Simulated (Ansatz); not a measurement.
Input file:

```yaml
crystal:
  periodic: [false, false, false]
  atoms:
    - {symbol: Ga, position_ang: [0.000000, 0.000000, 0.000000]}
    - {symbol: H, position_ang: [0.652504, 0.664105, 1.353869]}
    - {symbol: H, position_ang: [-0.662515, -0.654094, 1.353881]}
    - {symbol: H, position_ang: [-0.654085, 0.652495, -1.358743]}
    - {symbol: H, position_ang: [0.664096, -0.662506, -1.349007]}
basis:
  gaussian: {orbitals: cc-pVDZ}
total_charge: 1
magnetization: {spin_polarized: false}
correlation: {method: ccsdt_q, electrons: outside_noble_gas}
```

```sh
$ ansatz run in.yaml --threads 1 --pin off --events-out ev --progress --plain --max-ram 2393MiB
```

The program prints:

```
947 factors; integrals over basis functions are off by at most 1.1e-7 eV
mean field evaluation 1: about -52377.8445 eV, gradient 1.6e1 eV
mean field evaluation 2: about -52377.8499 eV, gradient 1.6e1 eV
mean field evaluation 4: about -52379.3124 eV, gradient 7.5e-1 eV
mean field evaluation 8: about -52379.3158 eV, gradient 2.9e-2 eV
mean field evaluation 16: about -52379.3158 eV, gradient 3.7e-7 eV
mean field evaluation 32: about -52379.3158 eV, gradient 1.2e-1 eV
mean field evaluation 64: about -52379.3158 eV, gradient 7.8e-6 eV
mean field evaluation 96: about -52379.3175 eV, gradient 2.9e-2 eV
mean field -52380.51099181 eV, -1924.9482741633 hartree, gradient 1.6e-6 eV, S^2 0.000000; 7 other end points of the search recorded, 0 dependent functions left out; unrestricted orbitals would lower it
mean field evaluation 128: about -52382.9997 eV, gradient 3.7e0 eV
determinant -52380.51099181 eV, -1924.9482741633 hartree, with singles and doubles -52385.48926204 eV, -1925.1312222199 hartree
determinant -52379.31583739 eV, -1924.9043530488 hartree, with singles and doubles -52383.33809464 eV, -1925.0521682760 hartree
determinant -52372.68425567 eV, -1924.6606469156 hartree, with singles and doubles -52382.15368313 eV, -1925.0086419560 hartree
mean field evaluation 160: about -52379.3158 eV, gradient 9.1e-5 eV
mean field evaluation 192: about -52379.5575 eV, gradient 1.0e1 eV
mean field evaluation 224: about -52383.5862 eV, gradient 1.3e0 eV
unrestricted determinant -52383.62542442 eV, -1925.0627274508 hartree, S^2 1.0828
14 core orbitals not correlated: weight in the atoms' cores, before any rotation towards them, 0.998 or more for the frozen orbitals, at most 0.001 for the correlated occupied ones
reference -52380.51099181 eV, -1924.9482741633 hartree; 3, 3 occupied and 30, 30 virtual orbitals, 947 factors
second order -3.31382287 eV of doubles, -0.00000000 eV of singles
cycle   1  -3.93724939 eV  change   -8.6e-1 eV  update   1.4e-1
cycle   2  -4.99560317 eV  change    -1.1e0 eV  update   1.1e-1
cycle   3  -5.01816880 eV  change   -2.3e-2 eV  update   5.7e-2
cycle   4  -5.25610634 eV  change   -2.4e-1 eV  update   5.2e-2
cycle   5  -5.52699761 eV  change   -2.7e-1 eV  update   3.5e-2
cycle   6  -5.50160485 eV  change    2.5e-2 eV  update   1.2e-2
cycle   7  -5.59767357 eV  change   -9.6e-2 eV  update   7.8e-3
cycle   8  -5.55665489 eV  change    4.1e-2 eV  update   4.2e-3
cycle   9  -5.56441725 eV  change   -7.8e-3 eV  update   1.5e-3
cycle  10  -5.56631433 eV  change   -1.9e-3 eV  update   3.5e-4
cycle  11  -5.56517064 eV  change    1.1e-3 eV  update   1.6e-4
cycle  12  -5.56545706 eV  change   -2.9e-4 eV  update   6.0e-5
cycle  13  -5.56555652 eV  change   -9.9e-5 eV  update   1.9e-5
cycle  14  -5.56553976 eV  change    1.7e-5 eV  update   6.1e-6
cycle  15  -5.56553652 eV  change    3.2e-6 eV  update   2.4e-6
cycle  16  -5.56553379 eV  change    2.7e-6 eV  update   1.1e-6
cycle  17  -5.56553196 eV  change    1.8e-6 eV  update   3.5e-7
cycle  18  -5.56553141 eV  change    5.6e-7 eV  update   1.5e-7
perturbative correction 0.02627068 eV, 0.0009654296 hartree
WARN: these amplitudes may be one of several solutions (largest doubles amplitude 1.01, level shift 1.19 eV)
Total energy: -52386.05025254 eV, -1925.1518382405 hartree
```

Ran on 1 thread of Arm Neoverse V1, shared host: 4.7 s wall, 0.18 GiB peak host memory.
